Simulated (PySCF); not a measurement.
Phosphorous acid, H3O3P.
Geometry (PBE0-D3(BJ)/def2-SVP, Å), atoms numbered from 1 in this order:
```
atom  x, y, z in Å
O1     1.1359   -0.8210   -0.4939
P2     0.0930    0.0133    0.4624
O3     0.0113    1.3826   -0.4452
O4    -1.2930   -0.7030   -0.0554
H5     2.0456   -0.6685   -0.2106
H6    -0.3555    2.1060    0.0768
H7    -1.5953   -1.3449    0.5974
```

Computed with PySCF at PBE0/pcSseg-1, non-relativistic, on one gas-phase PBE0-D3(BJ)/def2-SVP geometry that isn't relaxed in the solvent. The solvent is an IEF-PCM continuum (Bondi radii, 1.10 Å for H, scaled by 1.2). Specific hydrogen bonds and non-electrostatic terms are outside this model.

| run | E − E(gas) (kJ/mol) | HOMO (eV) | HOMO–LUMO gap (eV) | dipole (D) |
| --- | --- | --- | --- | --- |
| gas | 0.00 | -7.05 | 7.96 | 2.90 |
| P | -43.90 | -7.04 | 8.17 | 3.41 |
| Q | -20.57 | -7.04 | 8.06 | 3.12 |

Problem. The runs were made in cyclohexane and tetrahydrofuran. Which run belongs to which solvent?

Solution. P = tetrahydrofuran, Q = cyclohexane. The dielectric constants are 2.017 (cyclohexane), 7.426 (tetrahydrofuran), and the energy falls further as ε rises. In this model the ground state sees the solvent through ε alone.

Problem. How constant is the ratio of the lowering to (ε − 1)/(2ε + 1)?

Solution. 
| solvent | (ε − 1)/(2ε + 1) | E − E(gas) (kJ/mol) | ratio (kJ/mol) | polarisation term (kJ/mol) |
| --- | --- | --- | --- | --- |
| cyclohexane | 0.202 | -20.57 | -101.9 | -21.46 |
| tetrahydrofuran | 0.405 | -43.90 | -108.3 | -48.15 |

The ratio changes by +6.3 % in size from cyclohexane to tetrahydrofuran. The polarisation term is half the interaction of the solute with the induced surface charges.
